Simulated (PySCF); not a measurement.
C2H, SMILES [C]#C (connectivity only; charge and spin as stated), charge +1, multiplicity 1. Atoms are numbered in the order given.

```xyz
3

C      0.0440    -0.7889     0.0000
C     -0.1025     0.5340     0.0000
H      0.3511     1.5292     0.0000
```
Charge +1, spin multiplicity 1.

Coordinates come from a B3LYP-D3(BJ)/def2-TZVPD optimisation. The multiplicity is an assumed one; other spin states were not compared. The isomer is the one that the SMILES or the coordinates give; other isomers of the formula were not compared.

All values below come from PySCF with B3LYP-D3(BJ)/def2-TZVPD.

Harmonic, unscaled wavenumbers; measured fundamentals usually lie a few per cent lower.

| mode | ν (cm⁻¹) | IR (km/mol) | Raman (Å⁴/amu) | depolarisation | moving atoms (share of kinetic energy) |
|---|---|---|---|---|---|
| 1 | 646 | 155.6 | 22.4 | 0.70 | H 74 %, C 26 % |
| 2 | 1385 | 77.6 | 502.2 | 0.33 | C 92 % |
| 3 | 3139 | 164.1 | 40.7 | 0.40 | H 91 %, C 9 % |
